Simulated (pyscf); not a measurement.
# Insertion: H₃C–Br + F–C:–F [singlet] → H₃C–C(F)(F)–Br

Gas phase, singlet surface, charge 0. Bonds broken: C1–Br2. Bonds formed: C1–C7, Br2–C7. Optimised with ωB97X-D3(BJ)/def2-SVP in PySCF.

Transition state (Å):

```xyz
8

C      0.5519    -1.2069     0.0608
Br     0.4301     1.2232    -0.1290
H     -0.0500    -1.8556     0.7052
H      0.3671    -1.3213    -1.0108
H      1.6046    -1.1254     0.3443
F     -0.5377    -0.3317     2.2125
C     -0.9546     0.2075     1.0756
F     -1.8649    -0.5713     0.5071
```

One imaginary mode, 1015i cm⁻¹; descent along it reached the two sides named.

```json
[
 {"bond": "C1–Br2", "change": "breaks", "reactant side (Å)": "1.930", "saddle": "2.440", "product side": "2.9"},
 {"bond": "C1–C7", "change": "forms", "reactant side (Å)": "3.8", "saddle": "2.302", "product side": "1.507"},
 {"bond": "Br2–C7", "change": "forms", "reactant side (Å)": "3.5", "saddle": "2.098", "product side": "1.949"}
]
```

Electronic energies relative to the separated reactants (kJ/mol):

| level | barrier | reaction energy | reverse barrier |
|---|---|---|---|
| ωB97X-D3(BJ)/def2-TZVP | 350.5 | -261.5 | 612.0 |
| PBE/def2-TZVP | 267.4 | -263.6 | 531.1 |
| r²SCAN/def2-TZVP | 286.0 | -278.9 | 564.9 |
| B3LYP-D3(BJ)/def2-TZVP | 306.3 | -256.9 | 563.2 |
| PBE0-D3(BJ)/def2-TZVP | 306.7 | -279.4 | 586.2 |
| M06-2X/def2-TZVP | 329.6 | -265.4 | 595.0 |
| ωB97M-D3(BJ)/def2-TZVP | 346.5 | -250.2 | 596.7 |
| HF/def2-TZVP | 466.0 | -215.1 | 681.1 |

With ωB97M-D3(BJ)/def2-TZVP energies and thermal terms (ideal gas, 1 atm, RRHO with modes under 100 cm⁻¹ raised to 100, one conformer, R ln 2 for chiral ones without a mode under 150 cm⁻¹), in kJ/mol:

```tsv
T (K)	ΔH‡	ΔG‡	ΔH	ΔG
298	345.4	390.3	-239.0	-188.9
600	348.9	434.5	-236.6	-138.9
900	352.1	476.6	-232.7	-90.9
1200	355.1	517.6	-228.4	-44.3
```

From the product side, H₃C–C•(F)–F + Br• lies, by one bond made or cut, 297.8 kJ/mol under this saddle at ωB97M-D3(BJ)/def2-TZVP. The same reactants have a lower exit, to F–CH(F)–CH₂–Br (barrier +160.1 kJ/mol at ωB97M-D3(BJ)/def2-TZVP, against +346.5 kJ/mol here). This is the saddle that the search found; another between the same sides may lie lower. One closed-shell reference is unstable to symmetry breaking; treat the single-reference values with care. Elements up to Kr have no core potential and no relativistic terms here.
